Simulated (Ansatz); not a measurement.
## bcc Nb

Method: PBE-D4 in Ansatz (plane waves, PAW).

Settings: plane-wave cutoff 500 eV, 30×30×30 k mesh, Fermi–Dirac smearing 0.1 eV, no spin polarisation, scalar-relativistic PAW data made under PBE.

Cell: relaxed at this level.

```yaml
volume_per_atom: 17.85 Å³/atom
lattice_parameter_a: 3.293 Å
```

Measured, for comparison: equilibrium volume per atom 17.87 Å³/atom, lattice constant a 3.294 Å (static lattice: zero-point anharmonic expansion removed; as tabulated in Mejia-Rodriguez and Trickey (2018), arXiv:1807.09216). Computed (rounded) less measured: equilibrium volume per atom -0.1 %, lattice constant a 0.0 %.

Static lattice: no zero-point or thermal effects.

The result took roughly 80 core-seconds.

Ansatz is an electronic-structure program.
